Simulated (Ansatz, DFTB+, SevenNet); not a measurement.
# Elastic constant C11 of 3C-SiC: levels of theory against measurement

Reference value: 390 GPa (measured, temperature not stated, not corrected to a static lattice; as tabulated in Råsander and Moram (2015), arXiv:1505.02379).

```json
[
 {"level (code)": "DFTB cp2k-nonscc (DFTB+)", "value (GPa)": "396", "cell (Å³/atom)": "10.53"},
 {"level (code)": "SevenNet-l3i5 (SevenNet)", "value (GPa)": "296", "cell (Å³/atom)": "10.50"},
 {"level (code)": "LDA (Ansatz)", "value (GPa)": "404", "cell (Å³/atom)": "10.14"},
 {"level (code)": "PBE (Ansatz)", "value (GPa)": "…", "cell (Å³/atom)": "10.50"},
 {"level (code)": "r²SCAN (Ansatz)", "value (GPa)": "414", "cell (Å³/atom)": "10.33"}
]
```

Complete the blanks.


- PBE (Ansatz, an electronic-structure program), value (GPa): 384

Differences against the reference: DFTB cp2k-nonscc +1.5 %, SevenNet-l3i5 -24 %, LDA +3.6 %, PBE -1.5 %, r²SCAN +6.2 %.

The reference's temperature isn't stated, so close values are not ranked against it.

The reference has no zero-point or thermal correction, while the calculations are for a static lattice, so the differences are not the levels' errors alone. A static lattice is as a rule stiffer than a warm one, by over a tenth in soft solids.  DFTB cp2k-nonscc: this tight-binding set is not self-consistent in the charges. Each level is taken at its own relaxed cell. Cutoffs differ between the levels. Ansatz's density-functional and Hartree–Fock values are scalar-relativistic unless marked +SOC, with PAW data made under PBE.

Machine-learned potentials (SevenNet-l3i5) are trained on DFT data, which may include these solids.

Differences are worked out from the printed values.
